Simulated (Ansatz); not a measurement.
System: SiH2, charge 1, doublet. SiH2+ (parent SMILES [SiH2], doublet).
B3LYP-D3(BJ)/def2-TZVP minimum from Ansatz (a first-principles code):
```
Si
H 1 1.4893
H 1 1.4893 2 119.40
```
Charge +1, spin multiplicity 2.

Total energies in aug-cc-pV(D+d)Z, 5 correlated electrons, 5 frozen orbitals. UHF or UKS for unpaired electrons; spin-orbit terms are left out. Cores are frozen in correlated methods. No relativity. Full CI freezes restricted core orbitals and the other rows unrestricted ones, which leaves a small offset even where coupled cluster is exact.

| method | program | energy (Eh) | error against FCI (mEh) |
|---|---|---|---|
| HF | Ansatz | -289.73280 | 86.97 |
| MP2 | Ansatz | -289.79614 | 23.64 |
| CCSD | Ansatz | -289.81767 | 2.11 |
| CCSD(T) | Ansatz | -289.81918 | 0.59 |
| CCSDT(Q) | Ansatz | -289.81979 | -0.01 |
| CCSDTQ | Ansatz | -289.81979 | -0.02 |
| FCI | Ansatz | -289.81977 | 0.00 |

Rough core times of Ansatz's runs on a shared machine: CCSD(T) under 20 s, CCSDT(Q) 20 s, CCSDTQ 3 min, FCI 40 s.
